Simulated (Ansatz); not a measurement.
Input for Ansatz (development build ahead of 0.2.0):

```yaml
crystal:
  periodic: [false, false, false]
  atoms:
    - { symbol: Al, position_ang: [0.0, 0.0, 0.0] }
    - { symbol: O, position_ang: [0.0, 0.0, 4.536] }
    - { symbol: Na, position_ang: [0.0, 2.3018, -1.6117] }
basis:
  gaussian: { orbitals: pcseg-2 }
total_charge: -1
magnetization:
  initial_magnetization: 1
hamiltonian:
  xc: { name: wB97X }
```

The input is written out in the form of the current development build from the run's settings.

Output:

```
Converged                       : yes
Total energy                    : -479.76844 hartree
Spin squared of the determinant : 0.750
Stability test                  : minimum among restricted orbitals
```

Caution: stretched shape with no unrestricted run beside it, a lower state can exist; no diffuse functions for an anion; charge can spread falsely over distant fragments.
